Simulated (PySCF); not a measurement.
## Spin–spin coupling constants

Geometry:
| atom | x (Å) | y (Å) | z (Å) |
| --- | --- | --- | --- |
| C1 | 1.146 | 0.478 | -0.157 |
| N2 | 0.127 | -0.584 | -0.023 |
| C3 | -1.237 | -0.049 | 0.168 |
| H4 | 2.133 | 0.043 | -0.298 |
| H5 | 0.914 | 1.108 | -1.014 |
| H6 | 1.157 | 1.096 | 0.739 |
| H7 | 0.369 | -1.184 | 0.776 |
| H8 | 0.142 | -1.173 | -0.866 |
| H9 | -1.956 | -0.861 | 0.263 |
| H10 | -1.274 | 0.559 | 1.070 |
| H11 | -1.515 | 0.570 | -0.683 |

Total charge +1.

Method: B3LYP/pcJ-1 (spin–dipole term only in couplings to heteroatoms)//GFN2-xTB, PySCF 2.14; isolated molecule, single conformer, non-relativistic. Couplings are averaged over pairs made equivalent by symmetry, fast rotation or ring inversion, so a value needn't be that of the named pair in this geometry, while other rotamers aren't included; one pair stands for each set, and the list holds those of at least 1.5 Hz over up to four bonds.

Isotopes: $^{13}$C, $^{1}$H, $^{15}$N.

```csv
pair,bonds,J (Hz)
"C1, N2",1,-5.6
"C1, H4",1,152.3
"N2, H7",1,?
"C1, H7",2,-3.3
"H4, H5",2,-15.4
"H7, H8",2,?
"C1, H9",3,5.0
"H4, H7",3,7.1
```

Q: Estimate the withheld couplings, with signs.

A: 
- $^{1}J$(N2,H7) = -79.9 Hz (bond length 1.028 Å)
- $^{2}J$(H7,H8) = -14.3 Hz (angle at N2 107°)
